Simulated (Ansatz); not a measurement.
Geometry optimisation, RKS PBE-D4/def2-SVP in Ansatz 0.2.0.

input.yaml

```yaml
crystal:
  periodic: [false, false, false]
  atoms:
    - { symbol: B, position_ang: [-0.7962, -0.0028, -0.2054] }
    - { symbol: C, position_ang: [0.5945, -0.102, -0.5735] }
    - { symbol: C, position_ang: [0.2256, 0.038, 0.7746] }
    - { symbol: H, position_ang: [-1.913, 0.1188, -0.5126] }
    - { symbol: H, position_ang: [1.3612, -0.227, -1.3532] }
    - { symbol: H, position_ang: [0.57, 0.111, 1.824] }
basis:
  gaussian: { orbitals: def2-SVP }
hamiltonian:
  xc: pbe
  dispersion: d4
relax:
  f_tol: 0.02
  max_steps: 40
scf:
  lower_state_search: "off"
```

Launched with:

```bash
$ ansatz run input.yaml --threads 1 --pin off --max-ram 2048MiB --backend cpu --events-out ev --progress --plain --runs-dir out
```

Q: Where does it end, and by what steps?

A: The run converged. After 4 steps the energy has fallen by 0.297 eV; H5 moved furthest, 0.19 Å.

```json
{"step": "0", "energy less start (eV)": "0.0000", "largest force component (eV/Å)": "2.440", "accepted": "yes"}
{"step": "1", "energy less start (eV)": "-0.2310", "largest force component (eV/Å)": "1.008", "accepted": "yes"}
{"step": "2", "energy less start (eV)": "-0.2908", "largest force component (eV/Å)": "0.494", "accepted": "yes"}
{"step": "3", "energy less start (eV)": "-0.2964", "largest force component (eV/Å)": "0.176", "accepted": "yes"}
{"step": "4", "energy less start (eV)": "-0.2971", "largest force component (eV/Å)": "0.012", "accepted": "yes"}
```

```xyz
6
Properties=species:S:1:pos:R:3
B -0.883 0.039 -0.238
C 0.560 -0.102 -0.565
C 0.228 0.037 0.750
H -2.045 0.104 -0.539
H 1.460 -0.226 -1.187
H 0.721 0.084 1.732
```

Whether the end is a true minimum wasn't checked by a vibrational analysis.

Time of the run: 3.8 s on 1 CPU thread of a shared host.
